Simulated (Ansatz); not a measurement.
## Energy of 2H-SiC less that of 3C-SiC, by level of theory

No measured value is used here.

| level (code) | value (meV/atom) |
|---|---|
| LDA (Ansatz) | 2 |
| PBE (Ansatz) | 3 |
| rVV10 (Ansatz) | … |
| r²SCAN (Ansatz) | 4 |
| HSE06 (Ansatz) | 2 |

### Question
Complete the blanks.

### Answer

- rVV10 (Ansatz, a first-principles code), value (meV/atom): 6

Each level is taken at its own relaxed cell. Ansatz's density-functional and Hartree–Fock values are scalar-relativistic unless marked +SOC, with PAW data made under PBE.
